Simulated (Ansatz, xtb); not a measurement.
# A geometry optimisation of CH5B2− with r2SCAN-D4/def2-SVPD

The starting geometry of this gas-phase triplet was built from a drawn formula by distance geometry and a force field; its bonds are those of `B[BH2-][CH]`.

```yaml
atoms:
  - { symbol: C, position_ang: [-0.3523, -0.3888, -0.8203] }
  - { symbol: B, position_ang: [-2.8388, 0.6204, -1.2780] }
  - { symbol: B, position_ang: [-1.7707, -0.6678, -1.5520] }
  - { symbol: H, position_ang: [-3.9318, 0.5194, -1.7278] }
  - { symbol: H, position_ang: [-2.5089, 1.5414, -0.6266] }
  - { symbol: H, position_ang: [-1.5801, -0.7910, -2.6812] }
  - { symbol: H, position_ang: [-2.2798, -1.6420, -1.1088] }
  - { symbol: H, position_ang: [0.3090, -1.2402, -1.0220] }
```

Problem. Predict what becomes of its bonds when it is optimised with r2SCAN-D4/def2-SVPD.

Solution. A new bond forms, giving a structure with H7 bridging B3 and B2, given below by its coordinates. Distances that change by over a tenth: B3–H7 (1.19 → 1.41 Å). Contacts that close: B2–H7 (2.34 → 1.35 Å).

The energy falls by 1.57 eV over 15 steps:

| step | E − E(last) (eV) |
| --- | --- |
| 1 | 1.569 |
| 3 | 0.797 |
| 4 | 0.776 |
| 6 | 0.714 |
| 7 | 0.567 |
| 9 | 0.161 |
| 10 | 0.038 |
| 12 | 0.002 |
| 13 | 0.001 |
| 15 | 0.000 |

Final geometry (Å):

```xyz
8

C    -0.2659   -0.6794   -0.9500
B    -2.8342    0.4964   -1.2776
B    -1.5573   -0.4975   -1.7132
H    -3.8388    0.5629   -1.9751
H    -2.8139    1.1771   -0.2601
H    -1.6824   -1.1524   -2.7564
H    -2.6765   -0.7900   -0.9100
H     0.7158   -1.1656   -0.9743
```

From the same start GFN2-xTB ends elsewhere, differing in B3–H7 (2.32 against 1.41 Å here).

No frequencies were run, so the end isn't proven a minimum. Open shells are spin-unrestricted. The triplet needn't be the ground state. Run with Ansatz 0.2.0, 50 s on 2 threads of Arm Neoverse V1 (shared host).
